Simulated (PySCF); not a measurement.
# Computed and reference excited states of `[C-]#[S+]`

Published values to compare with (the computed states carry no symmetry labels, so the two lists aren't matched line by line):

```csv
state,E (eV),f,kind of transition,source
a 3Πr,3.43,,"Te (adiabatic, minimum to minimum, no zero-point energy)",[1]
a' 3Σ+,3.88,,"Te (adiabatic, minimum to minimum, no zero-point energy)",[1]
d 3ΔI,4.42,,"Te (adiabatic, minimum to minimum, no zero-point energy)",[1]
A 1Π,4.82,,"Te (adiabatic, minimum to minimum, no zero-point energy)",[1]
A' 1Σ+,7.01,,"Te (adiabatic, minimum to minimum, no zero-point energy)",[1]
```

[1] measured, gas; Huber, Herzberg, Constants of Diatomic Molecules, NIST Chemistry WebBook

Compound: CS.
SMILES: `[C-]#[S+]`

Method: TDDFT PBE0/def2-SVPD, vertical, gas phase, core orbitals frozen in the response (PySCF 2.14.0, density-fitted response routines). Isolated species at its PBE0-D3(BJ)/def2-SVP geometry, gas phase.

Computed singlets: 4.82 eV (f 0.012 summed over 2 states); 5.47 eV (f 0.000); 5.85 eV (f 0.000 summed over 2 states); 8.33 eV (f 0.031); 8.75 eV (f 0.043); 9.35 eV (f 0.627); 9.62 eV (f 0.080 summed over 2 states). Computed triplets (Tamm–Dancoff): 3.17, 3.17, 4.27 eV.

Adiabatic (Te) and 0-0 energies refer to the relaxed excited state and aren't the vertical quantity computed here.

The vertical ionisation energy (ΔSCF) is 11.45 eV, 1.83 eV above S10.
